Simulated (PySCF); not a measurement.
PySCF job for methanol cation (CH₄O), SMILES OC (connectivity only; charge and spin as stated), charge +1, multiplicity 2, TDA-PBE0/def2-TZVPD. Geometry optimised at ωB97X-D3(BJ)/def2-TZVP. The multiplicity is an assumed one; other spin states were not compared.

```python
import numpy as np
from pyscf import gto, scf, dft, tdscf

mol = gto.M(
    atom='''
    C    -0.06760356   -0.63489517    0.00000000
    O     0.13153064    0.70507233    0.00000000
    H     0.57627045   -1.04725445    0.82743835
    H     0.57627046   -1.04725444   -0.82743836
    H    -1.10068290   -0.97334067   -0.00000001
    H    -0.69848176    1.23664191   -0.00000000
    ''',
    basis='def2-TZVPD',
    charge=1,
    spin=1,
    max_memory=1600,
    verbose=4,
)
mf = dft.UKS(mol, xc='pbe0').density_fit(auxbasis='def2-universal-jkfit')
mf.grids.level = 3
mf.conv_tol = 1e-9
mf.max_cycle = 100
mf.kernel()
fine, coarse = mf.grids, dft.Grids(mol).set(level=1).build(with_non0tab=True)
for _ in range(3):  # follow internal instabilities
    mf.grids = coarse
    mo, _, stable, _ = mf.stability(return_status=True, nroots=4)
    mf.grids = fine
    if stable:
        break
    mf.kernel(mf.make_rdm1(mo, mf.mo_occ))
mf.grids = dft.Grids(mol).set(level=1).build(with_non0tab=True)  # coarser grid for the response kernel
td = tdscf.TDA(mf)
td.nstates = 10
td.conv_tol = 1e-4
td.positive_eig_threshold = 1e-6
td.kernel(x0=td.get_init_guess(mf, 15))
td.analyze()
```

Program output:

```
PySCF version 2.14.0

[INPUT] verbose = 4
[INPUT] num. atoms = 6
[INPUT] num. electrons = 17
[INPUT] charge = 1
[INPUT] spin (= nelec alpha-beta = 2S) = 1
[INPUT] symmetry False subgroup None
[INPUT] Mole.unit = angstrom
[INPUT] Symbol           X                Y                Z      unit          X                Y                Z       unit  Magmom
[INPUT]  1 C     -0.067603560000  -0.634895170000   0.000000000000 AA   -0.127752213446  -1.199777989109   0.000000000000 Bohr   0.0
[INPUT]  2 O      0.131530640000   0.705072330000   0.000000000000 AA    0.248556886589   1.332393601709   0.000000000000 Bohr   0.0
[INPUT]  3 H      0.576270450000  -1.047254450000   0.827438350000 AA    1.088993324180  -1.979024093232   1.563631866462 Bohr   0.0
[INPUT]  4 H      0.576270460000  -1.047254440000  -0.827438360000 AA    1.088993343077  -1.979024074335  -1.563631885359 Bohr   0.0
[INPUT]  5 H     -1.100682900000  -0.973340670000  -0.000000010000 AA   -2.079989230992  -1.839347292201  -0.000000018897 Bohr   0.0
[INPUT]  6 H     -0.698481760000   1.236641910000   0.000000000000 AA   -1.319939229404   2.336914524059   0.000000000000 Bohr   0.0

nuclear repulsion = 41.0082692895518
number of shells = 47
number of NR pGTOs = 151
number of NR cGTOs = 113
basis = def2-TZVPD
ecp = {}


[settings echo left out]
init E= -115.677146791496
  alpha nocc = 9  HOMO = -0.330690552862951  LUMO = -0.020085582748024
  beta  nocc = 8  HOMO = -0.410420600329509  LUMO = -0.330690552862947

WARN: HOMO -0.330690552862951 >= LUMO -0.330690552862947

cycle= 1 E= -115.215039688431  delta_E= 0.462  |g|= 0.257  |ddm|= 1.11
  alpha nocc = 9  HOMO = -0.624973951704117  LUMO = -0.214536068181019
  beta  nocc = 8  HOMO = -0.644670473342483  LUMO = -0.47914098485121
  HOMO = -0.624973951704  LUMO = -0.479140984851  gap/eV = 3.96832
cycle= 2 E= -115.187267465477  delta_E= 0.0278  |g|= 0.409  |ddm|= 0.391
  alpha nocc = 9  HOMO = -0.660575644782671  LUMO = -0.219223105945847
  beta  nocc = 8  HOMO = -0.680908450456048  LUMO = -0.502625768863904
  HOMO = -0.660575644783  LUMO = -0.502625768864  gap/eV = 4.29804
cycle= 3 E= -115.248954680816  delta_E= -0.0617  |g|= 0.0406  |ddm|= 0.207
  alpha nocc = 9  HOMO = -0.647666090342963  LUMO = -0.209625705804719
  beta  nocc = 8  HOMO = -0.668830057601308  LUMO = -0.480077649791046
  HOMO = -0.647666090343  LUMO = -0.480077649791  gap/eV = 4.56031
cycle= 4 E= -115.249772067584  delta_E= -0.000817  |g|= 0.0262  |ddm|= 0.0403
  alpha nocc = 9  HOMO = -0.651932877268596  LUMO = -0.211547975886688
  beta  nocc = 8  HOMO = -0.672704092519865  LUMO = -0.481447240542312
  HOMO = -0.651932877269  LUMO = -0.481447240542  gap/eV = 4.63915
cycle= 5 E= -115.25006571462  delta_E= -0.000294  |g|= 0.0101  |ddm|= 0.0204
  alpha nocc = 9  HOMO = -0.651011477670245  LUMO = -0.211914792094721
  beta  nocc = 8  HOMO = -0.671455394946697  LUMO = -0.479252378843167
  HOMO = -0.65101147767  LUMO = -0.479252378843  gap/eV = 4.67380
cycle= 6 E= -115.250131683737  delta_E= -6.6e-05  |g|= 0.00344  |ddm|= 0.0106
  alpha nocc = 9  HOMO = -0.651609924386985  LUMO = -0.212327670932808
  beta  nocc = 8  HOMO = -0.672125619088142  LUMO = -0.479692909548501
  HOMO = -0.651609924387  LUMO = -0.479692909549  gap/eV = 4.67810
cycle= 7 E= -115.250140038024  delta_E= -8.35e-06  |g|= 0.000896  |ddm|= 0.0043
  alpha nocc = 9  HOMO = -0.651479831069494  LUMO = -0.212445780936719
  beta  nocc = 8  HOMO = -0.672155309400484  LUMO = -0.479642117251135
  HOMO = -0.651479831069  LUMO = -0.479642117251  gap/eV = 4.67594
cycle= 8 E= -115.250140561514  delta_E= -5.23e-07  |g|= 0.000125  |ddm|= 0.00123
  alpha nocc = 9  HOMO = -0.65146083837385  LUMO = -0.212424668288634
  beta  nocc = 8  HOMO = -0.672124316976181  LUMO = -0.479637390403848
  HOMO = -0.651460838374  LUMO = -0.479637390404  gap/eV = 4.67555
cycle= 9 E= -115.250140576628  delta_E= -1.51e-08  |g|= 2.39e-05  |ddm|= 0.000185
  alpha nocc = 9  HOMO = -0.651460096021964  LUMO = -0.212427530987163
  beta  nocc = 8  HOMO = -0.672126784280668  LUMO = -0.479638521473326
  HOMO = -0.651460096022  LUMO = -0.479638521473  gap/eV = 4.67550
cycle= 10 E= -115.25014057733  delta_E= -7.02e-10  |g|= 8.34e-06  |ddm|= 4.1e-05
  alpha nocc = 9  HOMO = -0.651459930560591  LUMO = -0.212427487160578
  beta  nocc = 8  HOMO = -0.672126092359019  LUMO = -0.479638813943872
  HOMO = -0.651459930561  LUMO = -0.479638813944  gap/eV = 4.67549
Extra cycle  E= -115.250140577353  delta_E= -2.32e-11  |g|= 9.6e-06  |ddm|= 1.29e-05
converged SCF energy = -115.250140577353  <S^2> = 0.75541371  2S+1 = 2.0054064
tot grids = 20248
uhf_internal: lowest eigs of H = [0.16059607 0.36723887 0.38005714 0.52062462]
<class 'pyscf.df.df_jk.DFUKS'> wavefunction is stable in the internal stability analysis
tot grids = 20248
Overwritten attributes  positive_eig_threshold  of <class 'pyscf.tdscf.uks.TDA'>


******** <class 'pyscf.tdscf.uks.TDA'> for <class 'pyscf.df.df_jk.DFUKS'> ********
nstates = 10
deg_eia_thresh = 1.000e-03
wfnsym = None
conv_tol = 0.0001
eigh lindep = 1e-12
eigh level_shift = 0
eigh max_cycle = 100


Excitation energies (eV)
[ 2.36301985  5.39961025  5.47725027  7.34457287  9.86175061 10.2256316
 10.94042656 11.3976309  11.85507888 11.87129492]

** Excitation energies and oscillator strengths **
Excited State   1:      2.36302 eV    524.69 nm  f=0.0019
       6b ->    9b     -0.18554
       8b ->    9b     -0.97829
Excited State   2:      5.39961 eV    229.62 nm  f=0.0037
       6b ->    9b      0.97520
       8b ->    9b     -0.18497
Excited State   3:      5.47725 eV    226.36 nm  f=0.1367
       7b ->    9b      0.97086
Excited State   4:      7.34457 eV    168.81 nm  f=0.0032
       4b ->    9b     -0.13206
       5b ->    9b     -0.98489
Excited State   5:      9.86175 eV    125.72 nm  f=0.0000
       9a ->   10a     -0.98280
Excited State   6:     10.22563 eV    121.25 nm  f=0.0003
       8a ->   10a     -0.57594
       8b ->   10b      0.79065
Excited State   7:     10.94043 eV    113.33 nm  f=0.0010
       8a ->   10a      0.79741
       8b ->   10b      0.58777
Excited State   8:     11.39763 eV    108.78 nm  f=0.0425
       9a ->   11a     -0.94694
       9a ->   12a     -0.13459
       7b ->   10b     -0.14396
       8b ->   13b     -0.10510
Excited State   9:     11.85508 eV    104.58 nm  f=0.0341
       8a ->   11a     -0.30085
       9a ->   13a      0.75854
       7b ->   13b      0.23649
       8b ->   11b      0.40852
       8b ->   12b      0.15169
Excited State  10:     11.87129 eV    104.44 nm  f=0.0157
       8a ->   13a      0.17878
       9a ->   10a      0.11292
       9a ->   11a      0.12982
       9a ->   12a     -0.53169
       9a ->   16a      0.12409
       4b ->    9b      0.76800

** Transition electric dipole moments (AU) **
state          X           Y           Z        Dip. S.      Osc.
  1         0.0000     -0.0000     -0.1788      0.0320      0.0019
  2         0.0000     -0.0000     -0.1666      0.0278      0.0037
  3        -0.1139      1.0030     -0.0000      1.0189      0.1367
  4        -0.0000      0.0000     -0.1333      0.0178      0.0032
  5        -0.0000      0.0000      0.0107      0.0001      0.0000
  6         0.0100     -0.0353      0.0000      0.0013      0.0003
  7        -0.0153     -0.0593      0.0000      0.0038      0.0010
  8        -0.0000      0.0000      0.3901      0.1521      0.0425
  9         0.2178     -0.2643      0.0000      0.1173      0.0341
 10         0.0000     -0.0000     -0.2326      0.0541      0.0157

** Transition velocity dipole moments (imaginary part, AU) **
state          X           Y           Z        Dip. S.      Osc.
  1        -0.0000      0.0000      0.0419      0.0018      0.0135
  2         0.0000      0.0000      0.0077      0.0001      0.0002
  3        -0.0126     -0.0028      0.0000      0.0002      0.0006
  4        -0.0000      0.0000      0.0171      0.0003      0.0007
  5        -0.0000     -0.0000     -0.0249      0.0006      0.0011
  6         0.0055     -0.0072      0.0000      0.0001      0.0001
  7         0.0041     -0.0329      0.0000      0.0011      0.0018
  8        -0.0000      0.0000      0.1634      0.0267      0.0425
  9         0.0664     -0.0813      0.0000      0.0110      0.0169
 10         0.0000     -0.0000     -0.0360      0.0013      0.0020

** Transition magnetic dipole moments (imaginary part, AU) **
state          X           Y           Z
  1         0.2420     -0.8559      0.0000
  2        -0.6387     -0.0892      0.0000
  3        -0.0000     -0.0000     -0.1396
  4        -0.6303     -0.2234     -0.0000
  5         0.6201     -0.0106      0.0000
  6         0.0000     -0.0000      0.1717
  7        -0.0000     -0.0000      1.1666
  8         0.3499      0.0177      0.0000
  9        -0.0000     -0.0000     -0.2725
 10         0.6189      0.1067     -0.0000
```

Self-consistency was reached.

Cost: about 50 core-seconds (a rough figure).
